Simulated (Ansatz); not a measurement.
# Could BaPPt exist in this structure?

Plane-wave DFT in Ansatz with scalar-relativistic PAW potentials. The crystal relaxes under PBEsol to P2_13 with a = 6.503 Å, 22.92 Å³/atom. No spin polarisation.

```xyz
12
Lattice="6.5035 0.0000 0.0000 0.0000 6.5035 0.0000 0.0000 0.0000 6.5035" Properties=species:S:1:pos:R:3 pbc="T T T"
Ba    4.1572    2.3463    5.5980
Ba    2.3463    5.5980    4.1572
Ba    0.9054    0.9054    0.9054
Ba    5.5980    4.1572    2.3463
P     3.7945    5.9607    0.5428
P     0.5428    3.7945    5.9607
P     5.9607    0.5428    3.7945
P     2.7089    2.7089    2.7089
Pt    0.9807    2.2710    4.2324
Pt    4.2324    0.9807    2.2710
Pt    5.5227    5.5227    5.5227
Pt    2.2710    4.2324    0.9807
```

Problem. Test it against the elements, against displacements at the zone centre and against strain.

Solution.
- Energy over the elements: -1.148 eV/atom (PBEsol, standard states in the same functional, gases uncorrected)
- Optical modes at Γ: all 33 real, 70 to 341 cm⁻¹ (PBEsol, no gap at this level, so no LO-TO term)
- Least eigenvalue of the elastic tensor: 39 GPa (PBEsol, smearing 0.15 eV on a cell relaxed with it; where the run has no gap this value hangs on mesh and smearing)

It passes all three tests. So it is a local minimum against everything tried and bound against the elements. Modes at other wave vectors, other structures and decomposition into other compounds weren't tested here.

Spin-orbit coupling is left out, which matters for the bands of heavy elements.

Cost: 3 runs of about 110 core-minutes in all, on Arm Neoverse V2 (shared hosts).